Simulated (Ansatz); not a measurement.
## How far each method lies from UCCSDT(Q) for SeH⁺, triplet

Geometry: that of the SeH⁺, singlet, kept fixed.

```xyz
2

Se    0.0000    0.0000    0.0000
H     0.0000    0.0000    1.4900
```

Basis cc-pVTZ; Ansatz 0.2.0. Correlated methods freeze the noble-gas cores and the filled d shells of p-block atoms, which leaves 6 electrons in 43 orbitals. Prefix R: restricted or restricted open-shell reference; prefix U: unrestricted. Active spaces: valence = (6e, 5o) chosen from the atoms' valence shells. No spin–orbit coupling is included, and no scalar relativity.

Full CI isn't at hand for all of this; UCCSDT(Q) serves as the reference, and is uncertain by about the last step of the cluster series. The frozen core follows each run's orbitals, which can shift R against U totals by a few meV for light atoms and by up to 0.1 eV past Ca.

- UHF ⟨S²⟩: 2.018
- T1 diagnostic (RCCSD): 0.0188
- largest doubles amplitude (RCCSD): 0.071
- T1 diagnostic (UCCSD): 0.0119

| level | E − E(UCCSDT(Q)) (meV) | wall time |
| --- | --- | --- |
| UHF | 3447 | – |
| UMP2 | 696 | – |
| UCCSD | 117 | – |
| UCCSD(T) | 20 | 0.87 s |
| UCCSDT | 2 | – |

Run but not shown, since their state, orbitals or frozen core can't be matched to the reference's or they repeat it: RHF, RMP2, CISD, RCCSD, RCCSD(T), BCCD(T), RCCSDT, RCCSDT(Q), CASSCF (valence space), NEVPT2 (valence space), MRCISD (valence space), MRCISD+Q (valence space).

Times hold each run's SCF and search for its determinant on a shared host, so for small cases they say little of a method's own cost; they ran on 1 thread of Intel Xeon.

Natural occupations of CASSCF (valence space) about the gap: 1.995 1.968 1.000 1.000 0.037; effectively unpaired electrons, Σ n²(2−n)², 2.01.
